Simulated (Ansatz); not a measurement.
Potassium, bcc: convergence with Methfessel-Paxton smearing

Computed with Ansatz, LDA, scalar-relativistic PAW, on the relaxed cell (a = 5.048 Å; spin not included). Errors count from a run at 420 eV on a Γ-centred 15×15×15 mesh with Fermi-Dirac smearing of 0.1 eV, extrapolated to zero width. Fixed here: cutoff 420 eV, mesh 9×9×9. The SCF starts from atomic densities corrected by a trained network.

| width (eV) | E(σ→0) error (meV/atom) | F error (meV/atom) | P (GPa) | SCF iterations |
| --- | --- | --- | --- | --- |
| 0.01 | -3.0 | -3.0 | -0.02 | 5 |
| 0.03 | -3.0 | -3.1 | -0.02 | 5 |
| 0.2 | -3.7 | -3.6 | -0.02 | 6 |
| 0.3 | -3.7 | -2.8 | -0.02 | 6 |
| 0.6 | -0.8 | -0.2 | -0.02 | 6 |
| 1.0 | -0.3 | 3.2 | -0.01 | 6 |

Task: What does the run at 0.1 give (width)?

Result: E(σ→0) error (meV/atom): -3.2; F error (meV/atom): -3.4; P (GPa): -0.02; SCF iterations: 5.
